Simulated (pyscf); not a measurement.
PySCF, gas phase, ωB97X-D3(BJ)/def2-SVP geometries. MP2 and CC: frozen core, UHF for open shells. ΔMP2 is the change of the MP2 total energy from the triple- to the quadruple-zeta basis.

Question: PBE/def2-TZVP puts the barrier of HF (SMILES F) + F–CH•–Cl (SMILES F[CH]Cl) → F–CH₂–F (SMILES FCF) + Cl• (SMILES [Cl]) (concerted two-bond exchange; doublet surface; F–H, C–Cl broken, C–F, C–H formed) at 1.54 eV and the reaction energy at +0.15 eV, from the separated reactants. What do B3LYP-D3(BJ)/def2-TZVP, M06-2X/def2-TZVP, CCSD(T)/def2-TZVPP + ΔMP2(QZVPP) give on the same structures?

Answer: B3LYP-D3(BJ): ΔE‡ = 1.82 eV, ΔE = -0.07 eV; M06-2X: ΔE‡ = 2.19 eV, ΔE = -0.11 eV; CCSD(T): ΔE‡ = 2.34 eV, ΔE = -0.04 eV. PBE's barrier lies under all of them, by 0.28 to 0.80 eV. Its reaction energy lies over all of them, by 0.18 to 0.25 eV. Low barriers are usual for a GGA, whose delocalisation error favours stretched bonds. One saddle was located; it need not be the lowest between these sides. The CCSD(T) − MP2 part came from Ansatz, without density fitting, on the same reference. A UHF reference is spin-contaminated (<S²> up to 0.88), which harms MP2 most. Left out: the spin-orbit lowering of Cl.
